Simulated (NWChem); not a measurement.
System: CH$_{5}$N cation, doublet; SMILES of the neutral closed-shell parent NC

Here is an NWChem input.

```
start job
memory heap 200 mb stack 900 mb global 1100 mb
charge 1
geometry units angstroms noautosym nocenter noautoz
  C      0.022104     0.701182    -0.000330
  N      0.000444    -0.701264    -0.000058
  H     -0.584848     1.094138    -0.865562
  H      1.046223     1.111861    -0.003216
  H     -0.578552     1.093973     0.869662
  H     -0.891348    -1.227846     0.000138
  H      0.866456    -1.268495     0.000205
end
basis spherical
  C library def2-svp
  N library def2-svp
  H library def2-svp
end
dft
  odft
  mult 2
  xc pbe0
  iterations 150
end
cosmo
  dielec 11.7
end
task dft energy
```

Output (shortened):

```
             Northwest Computational Chemistry Package (NWChem) 7.3.0
             --------------------------------------------------------

                             Geometry "geometry" -> ""
                             -------------------------

 Output coordinates in angstroms (scale by  1.889725989 to convert to a.u.)

  No.       Tag          Charge          X              Y              Z
 ---- ---------------- ---------- -------------- -------------- --------------
    1 C                    6.0000     0.02210400     0.70118200    -0.00033000
    2 N                    7.0000     0.00044400    -0.70126400    -0.00005800
    3 H                    1.0000    -0.58484800     1.09413800    -0.86556200
    4 H                    1.0000     1.04622300     1.11186100    -0.00321600
    5 H                    1.0000    -0.57855200     1.09397300     0.86966200
    6 H                    1.0000    -0.89134800    -1.22784600     0.00013800
    7 H                    1.0000     0.86645600    -1.26849500     0.00020500

 Effective nuclear repulsion energy (a.u.)      42.1783046710

                                 NWChem DFT Module
                                 -----------------

 Summary of "ao basis" -> "ao basis" (spherical)
 ------------------------------------------------------------------------------
       Tag                 Description            Shells   Functions and Types
 ---------------- ------------------------------  ------  ---------------------
 C                          def2-svp                 6       14   3s2p1d
 N                          def2-svp                 6       14   3s2p1d
 H                          def2-svp                 3        5   2s1p

 in cosmo_initialize ...

 solvent parameters
 solvname_short: unkn
 solvname_long:  unknown
 dielec:       11.7000

          ---------------
          -cosmo- solvent
          ---------------
 Cosmo: York-Karplus, doi: 10.1021/jp992097l
 dielectric constant -eps-     =  11.70
 screen = (eps-1)/(eps    )    =   0.91453
 surface charge correction     = lagrangian

   van der Waals surface
 --------------------------

 ---------- ATOMIC COORDINATES (A.U.) ------------ VDWR(ANG.) --
     1    0.04177050    1.32504185   -0.00062361     2.000
     2    0.00083904   -1.32519681   -0.00010960     1.830
     3   -1.10520246    2.06762101   -1.63567501     1.300
     4    1.97707479    2.10111263   -0.00607736     1.300
     5   -1.09330475    2.06730921    1.64342288     1.300
     6   -1.68440348   -2.32029250    0.00026078     1.300
     7    1.63736442   -2.39710797    0.00038739     1.300
 number of segments per atom =         32
 number of   points per atom =         32
 atom (   nspa,  nppa )
 ----------------------
    1 (     22,     0 )       0
    2 (     20,     0 )       0
    3 (     15,     0 )       0
    4 (     16,     0 )       0
    5 (     15,     0 )       0
    6 (     16,     0 )       0
    7 (     16,     0 )       0
 number of -cosmo- surface points =      120
 molecular surface =     74.288 angstrom**2
 molecular volume  =     54.258 angstrom**3
 G(cav/disp)       =      1.231 kcal/mol
 -lineq- algorithm             =   0
 -bem- low  level              =   2
 -bem- from -octahedral-
 gaussian surface charge width =   4.50000
 degree of switching           =   1.00000
 switching function tolerance  =   0.00010
 atomic radii =
 --------------
    1  6.000  2.000
    2  7.000  1.830
    3  1.000  1.300
    4  1.000  1.300
    5  1.000  1.300
    6  1.000  1.300
    7  1.000  1.300
 ...... end of -cosmo- initialization ......

            General Information
            -------------------
          SCF calculation type: DFT
          Wavefunction type:  spin polarized.
          No. of atoms     :     7
          No. of electrons :    17
           Alpha electrons :     9
            Beta electrons :     8
          Charge           :     1
          Spin multiplicity:     2
          Use of symmetry is: off; symmetry adaption is: off
          Maximum number of iterations: 150
          AO basis - number of functions:    53
                     number of shells:    27
          Convergence on energy requested:  1.00D-06
          Convergence on density requested:  1.00D-05
          Convergence on gradient requested:  5.00D-04

              XC Information
              --------------
                         PBE0 Method XC Functional
                     Hartree-Fock (Exact) Exchange  0.250
          PerdewBurkeErnzerhof Exchange Functional  0.750
            Perdew 1991 LDA Correlation Functional  1.000 local
           PerdewBurkeErnz. Correlation Functional  1.000 non-local

             Grid Information
             ----------------
          Grid used for XC integration:  medium
          Radial quadrature: Mura-Knowles
          Angular quadrature: Lebedev.
          Tag              B.-S. Rad. Rad. Pts. Rad. Cut. Ang. Pts.
          ---              ---------- --------- --------- ---------
          C                   0.70       49           8.0       434
          N                   0.65       49           7.0       434
          H                   0.35       45           9.0       434
          Grid pruning is: on
          Number of quadrature shells:   323
          Spatial weights used:  Erf1

      Superposition of Atomic Density Guess
      -------------------------------------

 Sum of atomic energies:         -94.36538716

 Renormalizing density from      18.00 to     17

      Non-variational initial energy
      ------------------------------

 Total energy =     -91.653225
 1-e energy   =    -197.756300
 2-e energy   =      63.924771
 HOMO         =      -0.679327
 LUMO         =      -0.206258

[...]

                                   COSMO solvation results
                                   -----------------------

                 gas phase energy =       -95.347306285247
                 sol phase energy =       -95.453572959549
 (electrostatic) solvation energy =         0.106266674302 (   66.68 kcal/mol)

                    DFT Final Alpha Molecular Orbital Analysis
                    ------------------------------------------

 Vector    7  Occ=1.000000D+00  E=-5.372409D-01
              MO Center= -1.0D-01,  6.1D-02,  4.1D-04, r^2= 1.4D+00
   Bfn.  Coefficient  Atom+Function         Bfn.  Coefficient  Atom+Function
  ----- ------------  ---------------      ----- ------------  ---------------
    20      0.454812  2 N  pz                 6     -0.340976  1 C  pz
    23     -0.278859  2 N  pz                29      0.195300  3 H  s
    39     -0.195834  5 H  s                  9     -0.132155  1 C  pz
    30      0.043244  3 H  s                 40     -0.043361  5 H  s

 Vector    8  Occ=1.000000D+00  E=-4.624669D-01
              MO Center=  2.4D-01,  6.6D-01, -2.2D-03, r^2= 1.6D+00
   Bfn.  Coefficient  Atom+Function         Bfn.  Coefficient  Atom+Function
  ----- ------------  ---------------      ----- ------------  ---------------
     4      0.434593  1 C  px                34      0.359181  4 H  s
    29     -0.183969  3 H  s                 39     -0.181846  5 H  s
    18      0.180208  2 N  px                 7      0.176790  1 C  px
    44      0.160613  6 H  s                 49     -0.150445  7 H  s
    35      0.104287  4 H  s                 21     -0.061878  2 N  px

 Vector    9  Occ=1.000000D+00  E=-3.877871D-01
              MO Center= -1.6D-01,  1.5D-01,  1.4D-03, r^2= 1.7D+00
   Bfn.  Coefficient  Atom+Function         Bfn.  Coefficient  Atom+Function
  ----- ------------  ---------------      ----- ------------  ---------------
    20      0.501660  2 N  pz                23     -0.368052  2 N  pz
     6      0.312434  1 C  pz                29     -0.274848  3 H  s
    39      0.276039  5 H  s                  9      0.168514  1 C  pz
    30     -0.102553  3 H  s                 40      0.102985  5 H  s

 Vector   10  Occ=0.000000D+00  E= 2.645723D-02
              MO Center=  2.4D-02, -9.3D-01,  2.2D-05, r^2= 3.9D+00
   Bfn.  Coefficient  Atom+Function         Bfn.  Coefficient  Atom+Function
  ----- ------------  ---------------      ----- ------------  ---------------
    17      1.293478  2 N  s                 50     -0.821128  7 H  s
    45     -0.798947  6 H  s                  3      0.511874  1 C  s
     8      0.476988  1 C  py                35     -0.407137  4 H  s
    30     -0.314295  3 H  s                 16      0.312696  2 N  s
    40     -0.313450  5 H  s                  5      0.177576  1 C  py

 Vector   11  Occ=0.000000D+00  E= 6.887427D-02
              MO Center= -1.9D-01,  3.6D-02, -5.0D-04, r^2= 5.1D+00
   Bfn.  Coefficient  Atom+Function         Bfn.  Coefficient  Atom+Function
  ----- ------------  ---------------      ----- ------------  ---------------
     3      1.265210  1 C  s                 30     -1.011973  3 H  s
    40     -1.008825  5 H  s                 50      0.865021  7 H  s
     7     -0.628199  1 C  px                45     -0.585540  6 H  s
    17     -0.384205  2 N  s                 21     -0.381962  2 N  px
    35      0.285814  4 H  s                 18      0.251627  2 N  px

 Vector   12  Occ=0.000000D+00  E= 8.034125D-02
              MO Center=  2.2D-01,  5.9D-01,  1.7D-03, r^2= 5.2D+00
   Bfn.  Coefficient  Atom+Function         Bfn.  Coefficient  Atom+Function
  ----- ------------  ---------------      ----- ------------  ---------------
     3      2.161185  1 C  s                 35     -1.425014  4 H  s
    45      0.791512  6 H  s                 40     -0.737198  5 H  s
    17     -0.733404  2 N  s                 30     -0.729353  3 H  s
     2      0.301511  1 C  s                 21      0.272219  2 N  px
     7      0.240197  1 C  px                50     -0.188006  7 H  s

                     DFT Final Beta Molecular Orbital Analysis
                     -----------------------------------------

 Vector    6  Occ=1.000000D+00  E=-5.570399D-01
              MO Center=  9.2D-03,  2.7D-01, -1.6D-04, r^2= 1.6D+00
   Bfn.  Coefficient  Atom+Function         Bfn.  Coefficient  Atom+Function
  ----- ------------  ---------------      ----- ------------  ---------------
    19      0.407630  2 N  py                 5      0.395094  1 C  py
    22     -0.182410  2 N  py                34      0.161061  4 H  s
    29      0.150901  3 H  s                 39      0.150769  5 H  s
    49      0.141063  7 H  s                 44      0.131469  6 H  s
     3      0.115082  1 C  s                  8      0.115320  1 C  py

 Vector    7  Occ=1.000000D+00  E=-4.772537D-01
              MO Center= -1.7D-01,  5.8D-01,  1.8D-03, r^2= 1.4D+00
   Bfn.  Coefficient  Atom+Function         Bfn.  Coefficient  Atom+Function
  ----- ------------  ---------------      ----- ------------  ---------------
     6      0.441725  1 C  pz                39      0.258302  5 H  s
    29     -0.257004  3 H  s                 20     -0.221899  2 N  pz
     9      0.210412  1 C  pz                23      0.149991  2 N  pz
    30     -0.061831  3 H  s                 40      0.062093  5 H  s

 Vector    8  Occ=1.000000D+00  E=-4.574578D-01
              MO Center=  2.1D-01,  6.3D-01, -2.3D-03, r^2= 1.6D+00
   Bfn.  Coefficient  Atom+Function         Bfn.  Coefficient  Atom+Function
  ----- ------------  ---------------      ----- ------------  ---------------
     4      0.436670  1 C  px                34      0.348831  4 H  s
    18      0.182665  2 N  px                29     -0.181568  3 H  s
     7      0.179856  1 C  px                39     -0.179125  5 H  s
    44      0.171329  6 H  s                 49     -0.167849  7 H  s
    35      0.103705  4 H  s                 21     -0.059212  2 N  px

 Vector    9  Occ=0.000000D+00  E=-1.988381D-01
              MO Center= -8.6D-02, -3.5D-01,  7.9D-04, r^2= 1.5D+00
   Bfn.  Coefficient  Atom+Function         Bfn.  Coefficient  Atom+Function
  ----- ------------  ---------------      ----- ------------  ---------------
    20      0.550856  2 N  pz                23     -0.510611  2 N  pz
    29     -0.205825  3 H  s                 39      0.206733  5 H  s
     6      0.157498  1 C  pz                30     -0.135958  3 H  s
    40      0.136490  5 H  s                  9      0.073386  1 C  pz
    11      0.033408  1 C  d -1              53     -0.026698  7 H  pz

 Vector   10  Occ=0.000000D+00  E= 3.590585D-02
              MO Center=  4.1D-02, -8.4D-01, -3.7D-05, r^2= 4.2D+00
   Bfn.  Coefficient  Atom+Function         Bfn.  Coefficient  Atom+Function
  ----- ------------  ---------------      ----- ------------  ---------------
    17      1.274947  2 N  s                 50     -0.825823  7 H  s
    45     -0.793223  6 H  s                  3      0.679183  1 C  s
    35     -0.496042  4 H  s                  8      0.480729  1 C  py
    30     -0.379220  3 H  s                 40     -0.378308  5 H  s
    16      0.286854  2 N  s                 22     -0.192231  2 N  py

 Vector   11  Occ=0.000000D+00  E= 7.397378D-02
              MO Center= -1.8D-02, -2.0D-01, -2.0D-03, r^2= 5.0D+00
   Bfn.  Coefficient  Atom+Function         Bfn.  Coefficient  Atom+Function
  ----- ------------  ---------------      ----- ------------  ---------------
    50     -0.897391  7 H  s                 30      0.828462  3 H  s
    40      0.822991  5 H  s                  3     -0.731242  1 C  s
    45      0.732734  6 H  s                  7      0.671602  1 C  px
    35     -0.617416  4 H  s                 21      0.439108  2 N  px
    18     -0.280301  2 N  px                 4      0.233634  1 C  px

   alpha - beta orbital overlaps
   -----------------------------

   alpha      1      2      3      4      5      6      7      8      9     10
    beta      1      2      3      4      5      6      7      8      9     10
 overlap   1.000  1.000  0.997  0.998  0.999  0.999  0.936  0.999  0.934  0.997

   alpha     11     12     13     14     15     16     17     18     19     20
    beta     11     12     13     14     15     16     18     17     19     20
 overlap   0.974  0.971  0.999  0.999  0.999  0.999  0.996  0.995  0.996  0.976

   alpha     21     22     23     24     25     26     27     28     29     30
    beta     21     22     23     25     24     26     27     28     29     30
 overlap   0.993  0.965  0.990  0.992  0.995  0.996  0.997  0.999  1.000  1.000

   alpha     31     32     33     34     35     36     37     38     39     40
    beta     31     32     33     34     35     36     37     38     39     40
 overlap   1.000  1.000  0.999  1.000  0.999  1.000  0.995  0.995  0.998  0.999

   alpha     41     42     43     44     45     46     47     48     49     50
    beta     41     42     43     44     45     46     47     48     49     50
 overlap   0.983  0.984  0.998  0.999  1.000  0.999  0.999  0.998  0.997  0.999

   alpha     51     52     53
    beta     51     52     53
 overlap   0.994  0.997  1.000

     --------------------------
     Expectation value of S2:
     --------------------------
      <S2> =      0.7550 (Exact =     0.7500)

     Multipole analysis of the density
     ---------------------------------

[...]
```

Level: PBE0/def2-SVP, spin-unrestricted, COSMO on the gas-phase geometry. Coordinates come from a PBE-D3(BJ)/def2-SVP, spin-unrestricted optimisation. This spin state was assumed; another may lie lower. No stability test was run on the SCF state. COSMO prints the solvation energy as gas minus solution, so a positive value is a stabilisation.
